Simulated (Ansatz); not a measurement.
Program: Ansatz. Geometries: PBE0-D4/def2-TZVP. ΔE: electronic, gas phase. CBS: MP2 limit from def2 TZ/QZ plus the TZ coupled-cluster correction, frozen cores. Functionals use def2-TZVPP. B3LYP here is the variant with VWN-RPA as its local correlation; programs differ in this. One conformer a species, not always the lowest.

Consider the isomerisation: `CC(O)(F)C=N` → `CN1COC1F`.

`CC(O)(F)C=N`:

Cartesian coordinates in Å:
```
C 0.253 1.143 0.878
C 0.213 0.177 -0.276
O 1.507 -0.048 -0.705
F -0.513 0.755 -1.310
C -0.462 -1.136 0.078
N -1.494 -1.620 -0.455
H -0.761 1.409 1.176
H 0.772 0.693 1.725
H 0.790 2.040 0.568
H 1.498 -0.736 -1.379
H 0.047 -1.697 0.868
H -1.850 -0.980 -1.168
```

`CN1COC1F`:

```xyz
12

C    -1.284    0.167   -0.648
N    -0.067    0.524    0.034
C     1.231    0.140   -0.496
O     1.642   -0.277    0.813
C     0.328   -0.136    1.244
F    -0.273   -1.363    1.432
H    -1.342   -0.897   -0.911
H    -1.368    0.761   -1.560
H    -2.139    0.413   -0.015
H     1.844    0.964   -0.873
H     1.216   -0.694   -1.212
H     0.211    0.398    2.191
```

(1) Is it downhill or uphill in electronic energy at CCSD(T)/CBS, and by how much? (Best estimate.)

(2) What do these levels give: PBE-D4, PBE0-D4, B3LYP-D4, ωB97X-V, B2PLYP, CCSD/def2-TZVPP, CCSD(T)/def2-TZVPP, MP2/def2-QZVPP, SCS-MP2/def2-QZVPP, HF/CBS(def2), MP2/CBS(def2), CCSD/CBS(def2)? (Estimate.)

Largest T1 diagnostic among the species: 0.012.

## Answers

(1) Computed: Uphill: ΔE = +23.6 kcal/mol.

(2) The calculation gave: PBE-D4 20.3, PBE0-D4 18.9, B3LYP-D4 23.2, ωB97X-V 18.9, B2PLYP 23.4, CCSD/def2-TZVPP 22.6, CCSD(T)/def2-TZVPP 23.1, MP2/def2-QZVPP 22.8, SCS-MP2/def2-QZVPP 22.6, HF/CBS(def2) 22.0, MP2/CBS(def2) 23.0, CCSD/CBS(def2) 23.1 kcal/mol.

From PBE to PBE0 (25 % exact exchange), in def2-TZVPP and without D4, ΔE moves by −1.4 kcal/mol.
